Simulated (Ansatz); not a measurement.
# CH4Si (SMILES C[SiH]) at 6 levels

Aim: a comparison of 6 runs (B3LYP/def2-TZVP, HSE06/def2-TZVP, PBE/def2-TZVP, r2SCAN/def2-TZVP, revPBE/def2-TZVP, CCSD(T)/def2-TZVP) of CH4Si. 

The results are computed with Ansatz 0.2.0.

44 further runs of the same task are left out: 44 set aside as unsound or not needed.

## (1) Starting point

CH4Si has 6 atoms, charge 0, and is taken as a singlet. As SMILES, `C[SiH]`. The C1–H3 distance was set to 2.415 Å, away from the relaxed value. At this shape a bond of the SMILES string is far longer than usual.

Bond lengths: C1–Si2 1.892 Å, C1–H4 1.091 Å, C1–H5 1.098 Å, Si2–H6 1.531 Å. Angles: C1–Si2–H6 94.2°, Si2–C1–H4 113.8°, Si2–C1–H5 109.5°, H4–C1–H5 109.0°.

## (2) A single-point energy at B3LYP/def2-TZVP (run 1)

File molecule.yaml:

```yaml
basis:
  gaussian: {orbitals: def2-TZVP}
crystal:
  periodic: [false, false, false]
  atoms:
    - symbol: C
      position_ang: [1.182545, -0.313081, -0.692011]
    - symbol: Si
      position_ang: [2.193345, 0.262719, 0.800589]
    - symbol: H
      position_ang: [-1.156900, -0.410100, -0.102200]
    - symbol: H
      position_ang: [1.491045, -1.282681, -1.084711]
    - symbol: H
      position_ang: [1.252045, 0.434919, -1.492511]
    - symbol: H
      position_ang: [1.418245, 1.572919, 0.962289]
hamiltonian: {xc: {name: B3LYP}}
accuracy: high
output: {orbitals: {seedname: orbitals}}
```

Started as:

```console
$ ansatz run molecule.yaml --threads 1 --pin off --max-ram 3480MiB --events-out events.jsonl --progress --plain --runs-dir runs
```

Output:

```text
Warning: RAYON_NUM_THREADS=1 ignored (pool sized by the plan → 1); use --threads N
Functional definition: B3LYP
  name "B3LYP"
  parameter a0 = 0.2
  parameter ax = 0.72
  parameter ac = 0.81
  exchange = (1 - a0 - ax)*slater_x + ax*b88_x + a0*exact_x
  correlation = (1 - ac)*vwn_rpa_c + ac*lyp_c
1662 factors; integrals over basis functions are off by at most 3.6e-9 eV
mean field evaluation 1: about -8961.9547 eV, gradient 6.4e1 eV
mean field evaluation 2: about -8934.2786 eV, gradient 9.5e1 eV
mean field evaluation 4: about -8974.3115 eV, gradient 1.0e1 eV
mean field evaluation 8: about -8974.9849 eV, gradient 8.5e-1 eV
mean field evaluation 16: about -8974.9883 eV, gradient 5.1e-4 eV
mean field -8974.98831822 eV, -329.8247372290 hartree, gradient 1.4e-8 eV, S^2 0.000000; 0 other end points of the search recorded, 0 dependent functions left out
reference -8974.98835504 eV, -329.8247385822 hartree; 12, 12 occupied and 80, 80 virtual orbitals, 1662 factors
Total energy: -8974.98835504 eV, -329.8247385822 hartree
```

Run time: 4.8 s. Hardware: 1 thread of Arm Neoverse V2, shared host; peak memory 0.22 GiB.

## (3) A single-point energy at HSE06/def2-TZVP (run 2)

File input.yaml:

```yaml
crystal:
  periodic: [false, false, false]
  atoms:
    - {symbol: C, position_ang: [1.182545, -0.313081, -0.692011]}
    - {symbol: Si, position_ang: [2.193345, 0.262719, 0.800589]}
    - {symbol: H, position_ang: [-1.156900, -0.410100, -0.102200]}
    - {symbol: H, position_ang: [1.491045, -1.282681, -1.084711]}
    - {symbol: H, position_ang: [1.252045, 0.434919, -1.492511]}
    - {symbol: H, position_ang: [1.418245, 1.572919, 0.962289]}
basis:
  gaussian:
    orbitals: def2-TZVP
accuracy: high
hamiltonian:
  xc: {name: HSE06}
output:
  orbitals: {seedname: orbitals}
magnetization:
  spin_polarized: false
```

Started as:

```console
$ ansatz run input.yaml --threads 1 --pin off --max-ram 3480MiB --events-out events.jsonl --progress --plain --runs-dir runs
```

Output:

```text
Warning: RAYON_NUM_THREADS=1 ignored (pool sized by the plan → 1); use --threads N
Functional definition: HSE06
  name "HSE06"
  parameter a = 0.25
  parameter omega = 0.11/bohr
  exchange = pbe_x - a*pbe_x_sr(omega) + a*exact_x_sr(omega)
  correlation = pbe_c
1662 factors; integrals over basis functions are off by at most 3.6e-9 eV
92 factors; integrals over basis functions are off by at most 1.8e-9 eV
mean field evaluation 1: about -8956.6549 eV, gradient 6.1e1 eV
mean field evaluation 2: about -8929.1732 eV, gradient 9.3e1 eV
mean field evaluation 4: about -8966.4148 eV, gradient 1.8e1 eV
mean field evaluation 8: about -8968.9702 eV, gradient 7.4e-1 eV
mean field evaluation 16: about -8968.9726 eV, gradient 1.9e-4 eV
mean field -8968.97256504 eV, -329.6036623773 hartree, gradient 4.9e-8 eV, S^2 0.000000; 0 other end points of the search recorded, 0 dependent functions left out
reference -8968.97256830 eV, -329.6036624970 hartree; 12, 12 occupied and 80, 80 virtual orbitals, 1662 factors
Total energy: -8968.97256830 eV, -329.6036624970 hartree
```

Wall time 4.2 s (1 thread of Arm Neoverse V2, shared host); peak memory 0.22 GiB.

Runs 3 to 4 aren't shown in full; the table further down has their settings and results.

## (4) A single-point energy at revPBE/def2-TZVP (run 5)

File in.yaml:

```yaml
basis:
  gaussian:
    orbitals: def2-TZVP
crystal:
  periodic: [false, false, false]
  atoms:
    - {symbol: C, position_ang: [1.182545, -0.313081, -0.692011]}
    - {symbol: Si, position_ang: [2.193345, 0.262719, 0.800589]}
    - {symbol: H, position_ang: [-1.156900, -0.410100, -0.102200]}
    - {symbol: H, position_ang: [1.491045, -1.282681, -1.084711]}
    - {symbol: H, position_ang: [1.252045, 0.434919, -1.492511]}
    - {symbol: H, position_ang: [1.418245, 1.572919, 0.962289]}
hamiltonian:
  xc: {name: revPBE}
accuracy: high
output: {orbitals: {seedname: orbitals}}
```

Started as:

```console
$ ansatz run in.yaml --threads 1 --pin off --max-ram 3480MiB --events-out events.jsonl --progress --plain --runs-dir runs
```

Output:

```text
Warning: RAYON_NUM_THREADS=1 ignored (pool sized by the plan → 1); use --threads N
Functional definition: revPBE
  name "revPBE"
  parameter kappa = 1.245
  parameter beta = 0.06672455060314922
  exchange = pbe_x(kappa = kappa, mu = beta*pi^2/3)
  correlation = pbe_c(beta = beta)
1662 factors; integrals over basis functions are off by at most 3.6e-9 eV
mean field evaluation 1: about -8956.0111 eV, gradient 7.1e1 eV
mean field evaluation 2: about -8903.9459 eV, gradient 1.1e2 eV
mean field evaluation 4: about -8954.7113 eV, gradient 5.2e1 eV
mean field evaluation 8: about -8972.3415 eV, gradient 6.7e0 eV
mean field evaluation 16: about -8972.6165 eV, gradient 1.9e-1 eV
mean field evaluation 32: about -8972.6167 eV, gradient 2.5e-8 eV
mean field -8972.61665863 eV, -329.7375803466 hartree, gradient 2.5e-8 eV, S^2 0.000000; 1 other end points of the search recorded, 0 dependent functions left out
reference -8972.61666268 eV, -329.7375804954 hartree; 12, 12 occupied and 80, 80 virtual orbitals, 1662 factors
Total energy: -8972.61666268 eV, -329.7375804954 hartree
```

It took 4.5 s on 1 thread of Arm Neoverse V2, shared host; peak memory 0.19 GiB.

## (5) A single-point energy at CCSD(T)/def2-TZVP (run 6)

File job.yaml:

```yaml
crystal:
  periodic: [false, false, false]
  atoms:
    - {symbol: C, position_ang: [1.182545, -0.313081, -0.692011]}
    - {symbol: Si, position_ang: [2.193345, 0.262719, 0.800589]}
    - {symbol: H, position_ang: [-1.156900, -0.410100, -0.102200]}
    - {symbol: H, position_ang: [1.491045, -1.282681, -1.084711]}
    - {symbol: H, position_ang: [1.252045, 0.434919, -1.492511]}
    - {symbol: H, position_ang: [1.418245, 1.572919, 0.962289]}
basis:
  gaussian: {orbitals: def2-TZVP}
total_charge: 0
magnetization: {spin_polarized: false, initial_magnetization: 0}
correlation: {method: ccsd_t, frozen_orbitals: {C: 1, H: 0, Si: 5}}
accuracy: high
scf: {omitted_lower_state_checks: [cluster_reference, increment]}
```

Started as:

```console
$ ansatz run job.yaml --threads 1 --pin off --max-ram 3480MiB --events-out events.jsonl --progress --plain --runs-dir runs
```

Output:

```text
Warning: RAYON_NUM_THREADS=1 ignored (pool sized by the plan → 1); use --threads N
[... 12 lines left out ...]
6 core orbitals not correlated: weight in the atoms' cores, before any rotation towards them, 1.000 or more for the frozen orbitals, at most 0.000 for the correlated occupied ones
[... 38 lines left out ...]
Total energy: -8959.70932307 eV, -329.2632445138 hartree
Checks for a lower state left out: cluster_reference, increment
```

Run time: 12 s. Hardware: 1 thread of Arm Neoverse V2, shared host; peak memory 0.55 GiB.

## (6) Overview of the runs

```csv
run,level,frozen core orbitals,energy (Eh),HOMO energy (eV),LUMO energy (eV),HOMO–LUMO gap (eV),wall time
1,B3LYP/def2-TZVP,–,-329.824739,-6.44,-4.07,2.37,4.8 s
2,HSE06/def2-TZVP,–,-329.603662,-6.18,-4.27,1.91,4.2 s
3,PBE/def2-TZVP,–,-329.594653,-5.69,-4.61,1.08,4.8 s
4,r2SCAN/def2-TZVP,–,-329.737369,-5.87,-4.60,1.28,8.7 s
5,revPBE/def2-TZVP,–,-329.737580,-5.68,-4.57,1.10,4.5 s
6,CCSD(T)/def2-TZVP,6,-329.263245,–,–,–,12 s
```

## (7) Outcome

| quantity | value |
| --- | --- |
| run 6: total energy | -329.26324 Eh |
| run 6: correlation energy (6 core orbitals frozen) | -369.7 mEh |
| run 6: (T) correction | -23.11 mEh |
| run 6: T1 diagnostic | 0.041 |

Over runs 1, 2, 3, 4, 5 the HOMO–LUMO gap runs from 1.08 eV (PBE/def2-TZVP) to 2.37 eV (B3LYP/def2-TZVP). Totals of different functionals can't be ranked against each other. In run 6 the T1 diagnostic is large, so a single reference may not serve. In run 6 the log says that unrestricted orbitals would lower the reference, so the values rest on an unstable closed-shell determinant (other closed-shell runs at this shape may share the fault). In runs 1, 2, 3, 4, 5, 6 a closed-shell determinant meets a far-stretched bond, which it describes badly. All runs together took 39 s, the longest 12 s.
